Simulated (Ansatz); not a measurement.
This geometry of C2H6N (9 atoms, charge -1, multiplicity 1) is a first-order saddle point.

These are results of RKS r2SCAN-D4/def2-SVP (Ansatz 0.2.0), not measurements.

```xyz
9
Properties=species:S:1:pos:R:3
C -0.168 0.848 -0.777
N 0.116 -0.513 -0.701
C 0.194 -0.964 0.626
H -1.159 1.227 -0.308
H -0.234 1.198 -1.836
H 0.583 1.593 -0.297
H -0.545 -1.783 0.922
H 1.189 -1.427 0.943
H 0.023 -0.179 1.428
```

Problem. Which two structures does it join? (They come from a converged band through this point; their orientation in space is the band's.)

Solution. No bond is made or broken. The dihedral C1–N2–C3–H7 goes from 59 to -180°. The two ends are copies of one structure, up to a mirror image or an exchange of like atoms.

Initial state:

```xyz
9
Properties=species:S:1:pos:R:3
C -0.205 0.801 -0.779
N 0.481 -0.407 -0.671
C 0.316 -0.895 0.624
H -1.343 0.765 -0.566
H -0.120 1.258 -1.794
H 0.118 1.641 -0.050
H -0.774 -1.086 0.965
H 0.840 -1.867 0.790
H 0.687 -0.210 1.481
```

Final state:

```xyz
9
Properties=species:S:1:pos:R:3
C -0.146 0.815 -0.777
N -0.205 -0.574 -0.690
C 0.099 -0.947 0.618
H -0.856 1.403 -0.076
H -0.380 1.195 -1.801
H 0.868 1.303 -0.506
H 0.073 -2.053 0.769
H 1.136 -0.621 1.016
H -0.589 -0.521 1.446
```

Problem. How far does it lie above each of them?

Solution. 0.263 eV above the first and 0.263 eV above the second. This is the barrier of this one path; another mechanism may lie lower. Limits of this set-up: an anion without diffuse functions, the dipole of an ion depends on the origin.

The run took 86 s on 1 thread of Arm Neoverse V1, on a shared host, peak memory 0.13 GiB.
